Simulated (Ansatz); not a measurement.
**SiPNH (quartet): wave-function methods side by side at a displaced geometry (v2), cc-pVDZ**

The task here is to estimate one member of a computed series from the others.

Program: Ansatz 0.2.0, Gaussian basis. Level of theory: cc-pVDZ, core rule «outside noble gas», up to 11 orbitals frozen. These are calculated values, not measurements.

To be run: UHF; CCSD(T) on ROHF; CCSD(T) on UHF; BCCD(T) on ROHF; CISD as a restricted active space (open shells left free, so some higher excitations enter); CCSDT(Q) on ROHF; CCSDT(Q) on UHF.

21 further runs of the same task are left out: 1 for a known fault of the program, 8 that didn't finish, 12 set aside as unsound or not needed. Runs told in other sessions of the task aren't counted.

### The geometry

The geometry is a PBE0/def2-TZVP stationary point (not a proven minimum) with its atoms shifted at random (size 0.100 Å).

4 atoms, charge 0, spin multiplicity 4.

Atoms are counted from 1 here; the program's logs count them from 0.

Bond lengths: N1–Si2 1.714 Å, Si2–P3 2.192 Å, P3–H4 1.370 Å. Angles: N1–Si2–P3 107.3°, Si2–P3–H4 93.1°.

Set-up of the first run:

Input file in.yaml:

```yaml
crystal:
  periodic: [false, false, false]
  atoms:
    - {symbol: N, position_ang: [0.099486, -0.677370, 1.786415]}
    - {symbol: Si, position_ang: [-0.065388, 0.605852, 0.661855]}
    - {symbol: P, position_ang: [0.011232, -0.273912, -1.344285]}
    - {symbol: H, position_ang: [0.094341, 0.948637, -1.957208]}
basis:
  gaussian: {orbitals: cc-pVDZ}
magnetization: {spin_polarized: true, initial_magnetization: 3}
hamiltonian: {xc: hf}
output: {orbitals: {seedname: orbitals}}
```

Started as:

```
> ansatz run in.yaml --threads 1 --pin off --events-out ev --progress --plain --max-ram 2393MiB
```

Among the steps run: UHF; CCSD(T) on ROHF; CCSD(T) on UHF; BCCD(T) on ROHF; CISD as a restricted active space (open shells left free, so some higher excitations enter); CCSDT(Q) on ROHF; CCSDT(Q) on UHF.

One of the session's tables, all rows but one given; the rest of the session is left out.

It belongs to the step «Misses and costs». 

```
   method  from RCCSDT(Q) (kcal/mol)
     RMP2                     +41.37
     UMP2                     +51.01
     CISD                     +49.39
    RCCSD                     +14.62
    UCCSD                     +13.27
 RCCSD(T)                      +2.89
 UCCSD(T)                      +3.46
  BCCD(T)                      +3.16
   RCCSDT                      +1.37
   UCCSDT                      +1.10
RCCSDT(Q)                          0
UCCSDT(Q)                          ?
```

Estimate the missing values for UCCSDT(Q).

As computed: from RCCSDT(Q) (kcal/mol): -0.33. In the column «from RCCSDT(Q) (kcal/mol)» it is the lowest.

Left out of the table: ROHF, UHF (another determinant or state than the rows shown).

Caveats from the session: Warnings: spin contamination; coupled cluster took another determinant than the lowest; large T1 diagnostic. Restricted and unrestricted rows rest on different reference determinants; a gap between their highest levels can come from leftover correlation error, from unlike frozen cores or from another state.
